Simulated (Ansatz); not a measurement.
## Ansatz input wanted

[PH2]−: 3 atoms, total charge -1, spin state triplet. As SMILES of the parent species, `[PH2-]`. The coordinates come from a GFN2-xTB relaxation. That shape belongs to the parent species and isn't relaxed for this state.

```jsonl
{"atom": "P", "x (Å)": "0.4989", "y (Å)": "-0.2936", "z (Å)": "0.2450"}
{"atom": "H", "x (Å)": "0.1056", "y (Å)": "0.9902", "z (Å)": "0.1651"}
{"atom": "H", "x (Å)": "-0.6045", "y (Å)": "-0.6966", "z (Å)": "-0.4102"}
```

Settings wanted:

| Setting | Value |
| --- | --- |
| basis set | 6-31G* |
| integral approximation | none |
| task | energy |
| method | DFT |
| functional | SVWN5 |
| reference | UKS |
| relativity | none |
| accuracy | high |
| d and f functions | spherical |

Question: Give an Ansatz 0.2.0 job that does this.

Answer: One that was run (others would do as well):

molecule.yaml:
```yaml
crystal:
  periodic: [false, false, false]
  atoms:
    - {symbol: P, position_ang: [0.498920, -0.293580, 0.245050]}
    - {symbol: H, position_ang: [0.105590, 0.990220, 0.165130]}
    - {symbol: H, position_ang: [-0.604500, -0.696650, -0.410180]}
basis:
  gaussian: {orbitals: 6-31G_st_-spherical.json}
total_charge: -1
hamiltonian: {xc: {name: SVWN5}}
magnetization: {spin_polarized: true, initial_magnetization: 2}
accuracy: high
```

```bash
$ ansatz run molecule.yaml --threads 1 --pin off --max-ram 2610MiB --events-out events.jsonl --progress --plain --runs-dir runs
```

(Basis files named in the input come from the Basis Set Exchange and aren't shown.)

Calculated total energy: -341.04451 Eh. Without diffuse functions such a state is poorly described.
